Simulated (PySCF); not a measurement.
Species: 2,2,2-trifluoroethylamine, C2H4F3N.
Bonds: N1–C2, C2–C3, C3–F4, C3–F5, C3–F6. Hydrogens: H7, H8 on N1; H9, H10 on C2.

Method used: PBE0-D3(BJ)/def2-TZVP geometry optimisation, gas phase (PySCF).

Q: What internal coordinates does the optimisation give?

A: 
```tsv
bond	length (bohr)
N1–C2	2.725
C2–C3	2.854
C3–F4, C3–F5	2.537
C3–F6	2.517
N1–H7, N1–H8	1.909
C2–H9, C2–H10	2.070
```

Bonds in one row agree within 0.02 bohr and their mean is given. A selection of angles:
```tsv
angle	degrees
C2–N1–H7	111.0
H7–N1–H8	108.2
N1–C2–C3	110.4
N1–C2–H9	115.9
N1–C2–H10	109.7
C3–C2–H9	106.3
C3–C2–H10	106.6
H9–C2–H10	107.6
C2–C3–F4	111.2
C2–C3–F5	110.4
C2–C3–F6	112.9
F4–C3–F5	107.3
```

Torsions: N1–C2–C3–F4 58° (synclinal). The mirror-image conformer, all signs reversed, is as good.

N1 (primary amine nitrogen) is pyramidal (angles 111.3°, 111.0° and 108.2°, sum 330.5°, 0.36 Å off the plane of its three neighbours). Of the pairs four or more bonds apart, F4···H8 is among the closest relative to their van der Waals radii: 2.64 Å, 99 % of the sum of Bondi's values.

Whether it is a minimum is left open (no frequencies). The numbers are those of one conformer (H–N1–C2–C3 165° and -75°).
